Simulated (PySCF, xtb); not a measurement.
Homolysis of single bonds, series vinyl-X. All species are isolated molecules in the gas phase. One relaxed conformer stands for each flexible species; it need not be the lowest. Strings in code marks are SMILES.

Quantity: homolytic bond dissociation enthalpy at 298 K (no spin–orbit term), in kcal/mol. Enthalpy corrections at 298 K come from GFN2-xTB frequencies (xtb).

Case: O–C bond of `C=COC` (C–C–O–C torsion 0°), giving `C=C[O]` and `[CH3]`. Geometry of `C=COC` (neutral, multiplicity 1, Å):

```xyz
10

C      1.4090    -0.1699    -0.3026
C      0.6937     0.8182     0.2162
O     -0.6325     0.8465     0.4477
C     -1.3673    -0.3072     0.1025
H      0.9854    -1.1124    -0.6139
H      2.4725    -0.0343    -0.4242
H      1.1447     1.7542     0.5204
H     -2.4031    -0.1021     0.3575
H     -1.2865    -0.5163    -0.9673
H     -1.0158    -1.1768     0.6638
```

### Question
Estimate the homolytic bond dissociation enthalpy at 298 K (no spin–orbit term) that TPSSh-D3(BJ)/def2-TZVP // CAM-B3LYP-D3(BJ)/def2-TZVP (PySCF) returns for this input.

### Answer
58.2 kcal/mol.
